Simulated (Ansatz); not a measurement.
**α-N2**

Level of theory: PBE0 in Ansatz (PAW).

Settings: plane-wave cutoff 500 eV, 4×4×4 k mesh, gaussian smearing 0.02 eV, scalar-relativistic PAW data made under PBE.

Cell: relaxed with r²SCAN: a = b = c = 5.762 Å, α = β = γ = 90.00°.

band gap: 10.69 eV (on the SCF k mesh)

Note: the cell comes from a level without a dispersion term, which matters for the spacing of layers, chains or molecules; cell and atoms aren't relaxed at this level (largest force component 0.45 eV/Å, pressure -0.6 GPa).

Computed values are for the static lattice.

It cost very roughly 90 core-seconds of CPU time.

Ansatz is a quantum-chemistry and plane-wave program.
